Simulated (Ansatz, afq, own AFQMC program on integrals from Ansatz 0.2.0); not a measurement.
**Ga, doublet: AFQMC among the cluster methods**

A free Ga atom.

Basis def2-SVP. Only valence electrons are correlated. Ansatz 0.2.0 and our own AFQMC program on the same integrals; the CISD trial comes from CCSD amplitudes, and released means the phaseless constraint is let go. Free AFQMC starts from the CCSD state and is never constrained. Its projection time is finite, and what remains of the start isn't in its error. ± is one standard error of the sampling. No spin–orbit coupling.

Determinant: UHF, the one that the program's search chose, which needn't be the lowest solution.

Full CI on the same integrals is exact in this basis and with this determinant's frozen core.

Cautions: no relativity below Rb; no spin-orbit coupling; inner d shell frozen.

* T1 diagnostic: 0.0111
* weight of the determinant in the CISD state: 0.947
* ⟨S²⟩ of the determinant: 0.759
* size of the correlated space: 3 electrons in 18 orbitals

| level | correlation energy (eV) |
| --- | --- |
| MP2 | -0.7994 |
| CCSD | -1.1809 |
| CCSD(T) | -1.1955 |

(1) Estimate where full CI lies against CCSD(T) on the same integrals.

(1) 0.23 mEh below CCSD(T).

Reference: full CI, correlation energy -1.202 eV. The released energy is read at 1.50 1/Eh (meV from the phaseless value at times in 1/Eh: -0.8 ± 0.6 at 0.24, -0.8 ± 0.4 at 0.50, -1.2 ± 0.4 at 1.00, -1.5 ± 0.3 at 1.50).

```tsv
level	E − E(reference) (mEh)	share of correlation (%)
CCSD(T)	0.23	99.47
ph-AFQMC/HF	1.85 ± 0.32	95.82
ph-AFQMC/CISD	0.06 ± 0.02	99.86
released AFQMC	0.00 ± 0.01	99.99
free AFQMC	0.00 ± 0.005	100.00
```

Free projections are given only where their last times agree within the noise and don't stop above the reference; a slow remainder of the start can still hide under it. A walk keeps the symmetry of its determinant, which the program's search chose and which needn't be the lowest solution, so a lower state of the same spin and another symmetry isn't excluded. Released energies are given only where the last usable release times agree within the noise; a slower fall can still hide under it.
